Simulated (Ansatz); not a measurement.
## 1T (CdI2-type) PtS2

Level of theory: r²SCAN0 in Ansatz (plane waves, PAW).

Settings: plane-wave cutoff 520 eV, 9×9×6 k mesh (along the axes of the cell as run), Fermi–Dirac smearing 0.01 eV, scalar-relativistic PAW data made under PBE.

Cell: relaxed at this level.

For 1T (CdI2-type) PtS2, the lattice parameter a comes out as 3.511 Å. The c axis length comes out as 5.803 Å. The band gap is 2.91 eV, the smallest direct gap on the k points sampled is 3.10 eV and the direct gap at Γ comes out as 4.88 eV.

Measured, for comparison: band gap 0.7 eV (temperature not stated, no zero-point or thermal correction, bulk, cited; as tabulated in Two-dimensional noble-metal chalcogenides and phosphochalcogenides, Angew. …); lattice constant a 3.542 Å (temperature not stated, no zero-point or thermal correction; as tabulated in Björkman (2014), arXiv:1406.2436); lattice parameter c 5.036 Å (temperature not stated, zero-point anharmonic expansion removed (computed with revB86b-DF2); no thermal correction; as tabulated in Björkman (2014), arXiv:1406.2436). Computed (rounded) less measured: lattice constant a -0.9 %, lattice parameter c +15.2 %. A static lattice is as a rule a little smaller and stiffer than an uncorrected measurement, which narrows the difference in the lattice constant a and would widen misses of the other sign.

Note: the cell comes from a level without a dispersion term, which matters for the spacing of layers, chains or molecules; the cell has widely spaced layers and the level no dispersion term, so their spacing and the moduli can rest on weak binding.

Spin–orbit coupling is not included.

Computing time: around 3 core-hours (rough).

Ansatz is an electronic-structure program.
